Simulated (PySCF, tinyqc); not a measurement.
G0W0 on RHF in the sto-6g basis, for HF, spin multiplicity 1, step by step. The lowest restricted solution is unstable here: a spin-polarised one lies 0.0189 hartree lower (PySCF). Computed by tinyqc, a small Python program that keeps every step (integrals from PySCF). Settings: charge = 0, multiplicity = 1, basis = sto-6g, method = RHF, energy threshold = 1e-10, iteration cap = 80, orthogonalisation = canonical, start = Wolfsberg-Helmholz matrix, DIIS depth = 6. Command: `OMP_NUM_THREADS=1 python tinyqc.py 31735 31736 out.jsonl` (the two numbers bound the seeds that draw the settings). One thread of a shared host (Intel(R) Xeon(R) Processor @ 2.60GHz), about 0.07 s of CPU time with the checks. The early iterations of the SCF are left out here.

## One-electron integrals

Geometry (angstrom):

| atom | x | y | z |
|---|---|---|---|
| F | 0.0000 | 0.0000 | 0.0000 |
| H | 0.0000 | 0.0000 | 1.3490 |

Basis sto-6g: exponents (1/bohr^2) and contraction coefficients of normalised primitives:

| element | l (shell) | exponent | coefficient |
|---|---|---|---|
| F | s (1) | 1728.6266 | 0.0092 |
| F | s (1) | 316.9418 | 0.0494 |
| F | s (1) | 88.6689 | 0.1685 |
| F | s (1) | 30.4602 | 0.3706 |
| F | s (1) | 11.8286 | 0.4165 |
| F | s (1) | 4.8717 | 0.1303 |
| F | s (2) | 67.0323 | -0.0133 |
| F | s (2) | 13.2674 | -0.0470 |
| F | s (2) | 4.1235 | -0.0338 |
| F | s (2) | 1.5865 | 0.2502 |
| F | s (2) | 0.6890 | 0.5951 |
| F | s (2) | 0.3158 | 0.2407 |
| F | p (3) | 67.0323 | 0.0038 |
| F | p (3) | 13.2674 | 0.0377 |
| F | p (3) | 4.1235 | 0.1739 |
| F | p (3) | 1.5865 | 0.4180 |
| F | p (3) | 0.6890 | 0.4259 |
| F | p (3) | 0.3158 | 0.1017 |
| H | s (1) | 35.5232 | 0.0092 |
| H | s (1) | 6.5131 | 0.0494 |
| H | s (1) | 1.8221 | 0.1685 |
| H | s (1) | 0.6260 | 0.3706 |
| H | s (1) | 0.2431 | 0.4165 |
| H | s (1) | 0.1001 | 0.1303 |

Overlap, kinetic and nuclear-attraction integrals over the contracted functions; the nuclear repulsion is the sum of Za Zb / Rab.

nuclear repulsion = 3.530463 hartree

overlap S:
```
         1F 1s   1F 2s  1F 2px  1F 2py  1F 2pz   2H 1s
1F 1s   1.0000  0.2325  0.0000  0.0000  0.0000  0.0186
1F 2s   0.2325  1.0000  0.0000  0.0000  0.0000  0.2207
1F 2px  0.0000  0.0000  1.0000  0.0000  0.0000  0.0000
1F 2py  0.0000  0.0000  0.0000  1.0000  0.0000  0.0000
1F 2pz  0.0000  0.0000  0.0000  0.0000  1.0000  0.1962
2H 1s   0.0186  0.2207  0.0000  0.0000  0.1962  1.0000
```

kinetic energy T (hartree):
```
          1F 1s    1F 2s  1F 2px  1F 2py  1F 2pz    2H 1s
1F 1s   37.3977  -1.1433  0.0000  0.0000  0.0000  -0.0051
1F 2s   -1.1433   1.0823  0.0000  0.0000  0.0000  -0.0005
1F 2px   0.0000   0.0000  3.2513  0.0000  0.0000   0.0000
1F 2py   0.0000   0.0000  0.0000  3.2513  0.0000   0.0000
1F 2pz   0.0000   0.0000  0.0000  0.0000  3.2513   0.0510
2H 1s   -0.0051  -0.0005  0.0000  0.0000  0.0510   0.7685
```

nuclear attraction V (hartree):
```
           1F 1s     1F 2s    1F 2px    1F 2py    1F 2pz    2H 1s
1F 1s   -78.2147   -7.9569    0.0000    0.0000   -0.0074  -0.7282
1F 2s    -7.9569  -11.8676    0.0000    0.0000   -0.0869  -1.8067
1F 2px    0.0000    0.0000  -11.8533    0.0000    0.0000   0.0000
1F 2py    0.0000    0.0000    0.0000  -11.8533    0.0000   0.0000
1F 2pz   -0.0074   -0.0869    0.0000    0.0000  -11.8947  -1.3787
2H 1s    -0.7282   -1.8067    0.0000    0.0000   -1.3787  -4.7436
```

core Hamiltonian H = T + V (hartree):
```
           1F 1s     1F 2s   1F 2px   1F 2py   1F 2pz    2H 1s
1F 1s   -40.8170   -9.1003   0.0000   0.0000  -0.0074  -0.7333
1F 2s    -9.1003  -10.7853   0.0000   0.0000  -0.0869  -1.8072
1F 2px    0.0000    0.0000  -8.6020   0.0000   0.0000   0.0000
1F 2py    0.0000    0.0000   0.0000  -8.6020   0.0000   0.0000
1F 2pz   -0.0074   -0.0869   0.0000   0.0000  -8.6433  -1.3277
2H 1s    -0.7333   -1.8072   0.0000   0.0000  -1.3277  -3.9751
```

## Two-electron integrals

Functions are numbered as in S; the eight-fold symmetry (ij|kl) = (ji|kl) = (kl|ij) leaves the list below.

Two-electron integrals (ij|kl) in chemists' order, unique and non-zero (hartree):
```
(11|11) 5.4062     (21|11) 0.7681     (21|21) 0.1389     (22|11) 1.2663
(22|21) 0.2840     (22|22) 0.9264     (31|31) 0.0295     (32|31) 0.0447
(32|32) 0.2048     (33|11) 1.2663     (33|21) 0.2840     (33|22) 0.9264
(33|33) 0.9981     (41|41) 0.0295     (42|41) 0.0447     (42|42) 0.2048
(43|43) 0.0538     (44|11) 1.2663     (44|21) 0.2840     (44|22) 0.9264
(44|33) 0.8905     (44|44) 0.9981     (51|51) 0.0295     (52|51) 0.0447
(52|52) 0.2048     (53|53) 0.0538     (54|54) 0.0538     (55|11) 1.2663
(55|21) 0.2840     (55|22) 0.9264     (55|33) 0.8905     (55|44) 0.8905
(55|55) 0.9981     (61|11) 0.0653     (61|21) 0.0113     (61|22) 0.0227
(61|33) 0.0227     (61|44) 0.0227     (61|51) 4.93e-04   (61|52) 0.0010
(61|55) 0.0228     (61|61) 0.0009     (62|11) 0.1847     (62|21) 0.0421
(62|22) 0.1558     (62|33) 0.1536     (62|44) 0.1536     (62|51) 0.0031
(62|52) 0.0241     (62|55) 0.1603     (62|61) 0.0034     (62|62) 0.0342
(63|31) 0.0044     (63|32) 0.0262     (63|53) 0.0049     (63|63) 0.0047
(64|41) 0.0044     (64|42) 0.0262     (64|54) 0.0049     (64|64) 0.0047
(65|11) 0.1350     (65|21) 0.0312     (65|22) 0.1232     (65|33) 0.1183
(65|44) 0.1183     (65|51) 0.0063     (65|52) 0.0434     (65|55) 0.1330
(65|61) 0.0026     (65|62) 0.0332     (65|65) 0.0365     (66|11) 0.3892
(66|21) 0.0904     (66|22) 0.3852     (66|33) 0.3746     (66|44) 0.3746
(66|51) 0.0070     (66|52) 0.0784     (66|55) 0.4066     (66|61) 0.0074
(66|62) 0.1170     (66|65) 0.1310     (66|66) 0.7750
```

## Orthogonalisation

S = U s U^T; canonical form X = U s^(-1/2), so that X^T S X = 1. Each column of U has its largest component positive (the first on a tie).

eigenvalues of S: 0.6558  0.8616  1.0000  1.0000  1.1207  1.3619

X:
```
              1        2        3       4        5       6
1F 1s   -0.4929   0.6401   0.0000  0.0000  -0.5189  0.3695
1F 2s    0.7866  -0.3443   0.0000  0.0000  -0.3000  0.5360
1F 2px   0.0000   0.0000  -0.1143  0.9934   0.0000  0.0000
1F 2py   0.0000   0.0000   0.9934  0.1143   0.0000  0.0000
1F 2pz   0.4033   0.6498   0.0000  0.0000   0.6219  0.2655
2H 1s   -0.7076  -0.4583   0.0000  0.0000   0.3825  0.4898
```

Within a degenerate level the vectors are fixed only up to a rotation; this is one choice.

## Iteration 6 (converged): orbitals

converged F (hartree):
```
           1F 1s    1F 2s   1F 2px   1F 2py   1F 2pz    2H 1s
1F 1s   -26.2648  -6.3724   0.0000   0.0000  -0.0125  -0.5165
1F 2s    -6.3724  -2.8844   0.0000   0.0000  -0.0133  -0.5220
1F 2px    0.0000   0.0000  -0.4730   0.0000   0.0000   0.0000
1F 2py    0.0000   0.0000   0.0000  -0.4730   0.0000   0.0000
1F 2pz   -0.0125  -0.0133   0.0000   0.0000  -0.2018  -0.3839
2H 1s    -0.5165  -0.5220   0.0000   0.0000  -0.3839  -0.2411
```

Diagonalise F' = X^T F X, C = X C', fill 5 alpha and 5 beta electrons from the bottom; D = 2 C_occ C_occ^T. Each column has its largest component positive (the first on a tie).

F' = X^T F X (hartree):
```
         1        2        3        4        5        6
1  -2.9422   5.0689   0.0000   0.0000  -4.6129   3.7082
2   5.0689  -8.0675   0.0000   0.0000   8.2376  -6.9779
3   0.0000   0.0000  -0.4730   0.0000   0.0000   0.0000
4   0.0000   0.0000   0.0000  -0.4730   0.0000   0.0000
5  -4.6129   8.2376   0.0000   0.0000  -9.2727   7.7665
6   3.7082  -6.9779   0.0000   0.0000   7.7665  -7.5773
```

orbital energies (hartree): MO1 -26.2679, MO2 -1.4219, MO3 -0.4730, MO4 -0.4730, MO5 -0.4596, MO6 0.2897

coefficients C:
```
            MO1      MO2     MO3      MO4      MO5      MO6
1F 1s    0.9973  -0.2465  0.0000   0.0000   0.0384   0.0410
1F 2s    0.0117   1.0074  0.0000   0.0000  -0.2092  -0.2363
1F 2px   0.0000   0.0000  0.0699   0.9976   0.0000   0.0000
1F 2py   0.0000   0.0000  0.9976  -0.0699   0.0000   0.0000
1F 2pz   0.0007   0.0151  0.0000   0.0000   0.6885  -0.7537
2H 1s   -0.0014   0.0766  0.0000   0.0000   0.6122   0.8463
```

D after iteration 6:
```
          1F 1s    1F 2s  1F 2px  1F 2py   1F 2pz    2H 1s
1F 1s    2.1135  -0.4895  0.0000  0.0000   0.0470   0.0064
1F 2s   -0.4895   2.1174  0.0000  0.0000  -0.2577  -0.1019
1F 2px   0.0000   0.0000  2.0000  0.0000   0.0000   0.0000
1F 2py   0.0000   0.0000  0.0000  2.0000   0.0000   0.0000
1F 2pz   0.0470  -0.2577  0.0000  0.0000   0.9485   0.8452
2H 1s    0.0064  -0.1019  0.0000  0.0000   0.8452   0.7612
```

Within a degenerate level the vectors are fixed only up to a rotation; this is one choice.

## Convergence

Stop when the energy changes by less than 1e-10 hartree and every element of the error matrix X^T (F D S - S D F) X is below 3e-06.

Course of the cycle:

| iteration | E (hartree) | change | largest element of the error matrix |
|---|---|---|---|
| 1 | -99.041175 | - | 3.85e-01 |
| 2 | -99.397697 | -3.57e-01 | 4.36e-02 |
| 3 | -99.399480 | -1.78e-03 | 1.10e-02 |
| 4 | -99.399544 | -6.39e-05 | 8.56e-04 |
| 5 | -99.399544 | -8.35e-07 | 6.30e-06 |
| 6 | -99.399544 | -4.65e-11 | 1.05e-07 |

PySCF RHF in the same basis = -99.399544 hartree

Converged in 6 iterations.

## Integrals over molecular orbitals

(pq|rs) = sum C_ip C_jq C_kr C_ls (ij|kl), one index at a time.

one-electron integrals over orbitals h = C^T H C (hartree):
```
          1        2        3        4        5        6
1  -40.8041   0.7365   0.0000   0.0000  -0.1098  -0.1236
2    0.7365  -9.1876   0.0000   0.0000   0.4441   0.6816
3    0.0000   0.0000  -8.6020   0.0000   0.0000   0.0000
4    0.0000   0.0000   0.0000  -8.6020   0.0000   0.0000
5   -0.1098   0.4441   0.0000   0.0000  -6.6388   2.3670
6   -0.1236   0.6816   0.0000   0.0000   2.3670  -5.9160
```

Two-electron integrals over orbitals (pq|rs), unique and non-zero (hartree):
```
(11|11) 5.3827    (21|11) -0.5379   (21|21) 0.0866    (22|11) 1.2604
(22|21) -0.0247   (22|22) 0.8827    (31|31) 0.0303    (32|31) 0.0402
(32|32) 0.1913    (33|11) 1.2660    (33|21) -0.0143   (33|22) 0.9015
(33|33) 0.9981    (41|41) 0.0303    (42|41) 0.0402    (42|42) 0.1913
(43|43) 0.0538    (44|11) 1.2660    (44|21) -0.0143   (44|22) 0.9015
(44|33) 0.8905    (44|44) 0.9981    (51|11) 0.0853    (51|21) -0.0135
(51|22) 0.0052    (51|33) 0.0022    (51|44) 0.0022    (51|51) 0.0170
(52|11) -0.1076   (52|21) 0.0044    (52|22) -0.0452   (52|33) -0.0586
(52|44) -0.0586   (52|51) 0.0205    (52|52) 0.1277    (53|31) -0.0058
(53|32) -0.0232   (53|53) 0.0332    (54|41) -0.0058   (54|42) -0.0232
(54|54) 0.0332    (55|11) 0.8665    (55|21) -0.0078   (55|22) 0.6765
(55|33) 0.6617    (55|44) 0.6617    (55|51) -0.0017   (55|52) -0.0095
(55|55) 0.6572    (61|11) 0.0927    (61|21) -0.0154   (61|22) 0.0030
(61|33) 0.0024    (61|44) 0.0024    (61|51) -0.0133   (61|52) -0.0226
(61|55) 0.0043    (61|61) 0.0192    (62|11) -0.1340   (62|21) 0.0039
(62|22) -0.0731   (62|33) -0.0727   (62|44) -0.0727   (62|51) -0.0199
(62|52) -0.0827   (62|55) -0.0211   (62|61) 0.0192    (62|62) 0.0906
(63|31) -0.0059   (63|32) -0.0242   (63|53) -0.0237   (63|63) 0.0281
(64|41) -0.0059   (64|42) -0.0242   (64|54) -0.0237   (64|64) 0.0281
(65|11) -0.4370   (65|21) 0.0067    (65|22) -0.2557   (65|33) -0.2590
(65|44) -0.2590   (65|51) 0.0014    (65|52) 0.0712    (65|55) -0.0891
(65|61) -0.0039   (65|62) 0.0305    (65|65) 0.2456    (66|11) 0.8212
(66|21) -0.0083   (66|22) 0.6264    (66|33) 0.6117    (66|44) 0.6117
(66|51) 0.0086    (66|52) 0.0398    (66|55) 0.6376    (66|61) -0.0063
(66|62) -0.0486   (66|65) -0.0262   (66|66) 0.6612
```

## Screening: direct RPA

With D = e_a - e_i and K = (ia|jb): diagonalise D^(1/2) (D + 4K) D^(1/2) = Z w^2 Z^T; X + Y = D^(1/2) Z w^(-1/2), each column of Z with its largest component positive (the first on a tie); E_c = (sum w - tr (D + 2K)) / 2.

D^(1/2) (D + 4K) D^(1/2) (hartree^2):
```
          1>6     2>6     3>6     4>6      5>6
1>6  707.3422  0.5187  0.0000  0.0000  -0.0689
2>6    0.5187  3.5500  0.0000  0.0000   0.1380
3>6    0.0000  0.0000  0.6675  0.0000   0.0000
4>6    0.0000  0.0000  0.0000  0.6675   0.0000
5>6   -0.0689  0.1380  0.0000  0.0000   1.2978
```

excitation energies w (hartree): 0.8170  0.8170  1.1355  1.8863  26.5959

X + Y:
```
           1       2        3        4       5
1>6   0.0000  0.0000   0.0007  -0.0027  0.9993
2>6   0.0000  0.0000  -0.0748   0.9508  0.0002
3>6  -0.0245  0.9659   0.0000   0.0000  0.0000
4>6   0.9659  0.0245   0.0000   0.0000  0.0000
5>6   0.0000  0.0000   0.8108   0.0384  0.0000
```

RPA correlation energy = -0.057792 hartree

Within a degenerate level the vectors are fixed only up to a rotation; this is one choice.

## G0W0 on Hartree-Fock: HOMO

W(p,q,m) = sqrt2 sum_ia (pq|ia) (X+Y)_ia,m; Sigma_c(x) = sum_(i,m) W^2/(x - e_i + w_m) + sum_(a,m) W^2/(x - e_a - w_m); solve x = e_p + Sigma_c(x) by Newton steps; Z = 1/(1 - dSigma/dx); 1 hartree = 27.211386 eV.

The 12 largest terms at x = e_p (hartree; W for the signs of X + Y given):

| q | m | W | term |
|---|---|---|---|
| 6 | 3 | 0.2785 | -0.0411 |
| 5 | 3 | -0.1000 | 0.0088 |
| 2 | 4 | -0.1073 | 0.0040 |
| 2 | 3 | 0.0904 | 0.0039 |
| 4 | 1 | -0.0323 | 0.0013 |
| 3 | 2 | -0.0323 | 0.0013 |
| 6 | 4 | 0.0543 | -0.0011 |
| 5 | 4 | -0.0333 | 0.0006 |
| 2 | 5 | -0.0320 | 3.72e-05 |
| 1 | 4 | -0.0267 | 2.57e-05 |
| 1 | 5 | -0.0188 | 6.71e-06 |
| 5 | 5 | 0.0061 | 1.41e-06 |

Newton steps (hartree):

| step | x | Sigma_c(x) | Z |
|---|---|---|---|
| 0 | -0.4596 | -0.0223 | 0.9647 |
| 1 | -0.4812 | -0.0216 | 0.9646 |
| 2 | -0.4812 | -0.0216 | 0.9646 |

quasiparticle energy of the HOMO = -13.0941 eV

Hartree-Fock value = -12.5075 eV

## G0W0 on Hartree-Fock: LUMO

As before.

The 12 largest terms at x = e_p (hartree; W for the signs of X + Y given):

| q | m | W | term |
|---|---|---|---|
| 5 | 3 | 0.2785 | 0.0411 |
| 2 | 4 | 0.1235 | 0.0042 |
| 6 | 4 | -0.0668 | -0.0024 |
| 5 | 4 | 0.0543 | 0.0011 |
| 4 | 1 | 0.0384 | 0.0009 |
| 3 | 2 | 0.0384 | 0.0009 |
| 6 | 3 | -0.0249 | -0.0005 |
| 2 | 3 | 0.0254 | 2.26e-04 |
| 2 | 5 | 0.0272 | 2.61e-05 |
| 1 | 4 | 0.0256 | 2.30e-05 |
| 1 | 5 | 0.0271 | 1.38e-05 |
| 6 | 5 | -0.0090 | -3.03e-06 |

Newton steps (hartree):

| step | x | Sigma_c(x) | Z |
|---|---|---|---|
| 0 | 0.2897 | 0.0457 | 0.9743 |
| 1 | 0.3342 | 0.0446 | 0.9752 |
| 2 | 0.3343 | 0.0446 | 0.9752 |

quasiparticle energy of the LUMO = 9.0957 eV

Hartree-Fock value = 7.8825 eV
